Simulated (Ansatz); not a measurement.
We consider zinc-blende BeTe, described by r²SCAN-D4 (plane waves, PAW; Ansatz, an electronic-structure program).

Numerical settings: plane-wave cutoff 560 eV, 10×10×10 k mesh, Fermi–Dirac smearing 0.01 eV, scalar-relativistic PAW data made under PBE.

Pressure at four volumes; x = ln(V/22.356 Å³). One pressure is withheld.

```tsv
V (Å³/atom)	x	P (GPa)
21.014	-0.0619	4.25
22.356	0.0000	0.00
23.250	0.0392	-2.21
23.697	0.0583	?
```

Q: Pass a parabola P(x) through the three rows shown, estimate the bulk modulus and its pressure derivative near zero pressure, and predict the withheld pressure.

A: Slopes between the rows: (0.00 − (4.25))/(0.0000 − (-0.0619)) = -68.66 and (-2.21 − (0.00))/(0.0392 − (0.0000)) = -56.38 GPa. Their difference over the span 0.1011 is c = 12.28/0.1011 = 121.5 GPa, so P(x) = 4.25 + (-68.66)(x − (-0.0619)) + 121.5 (x − (-0.0619))(x − (0.0000)). At the middle row B = −dP/dx = −[-68.66 + 121.5 × 0.0619] = 61.1 GPa, and B′ = dB/dP = 2c/B = 4.0. At x = 0.0583 the parabola gives -3.15 GPa; the run gives -3.16 GPa. The Birch–Murnaghan fit to the energies at all volumes has B0 = 60.8 GPa and B′ = 3.9.

Measured, for comparison: bulk modulus 67 GPa (room temperature, not corrected to a static lattice; as tabulated in Elmahjoubi et al. (2023), arXiv:2303.01780). Computed (rounded) less measured: bulk modulus -9 %.

Spin–orbit coupling is not included.
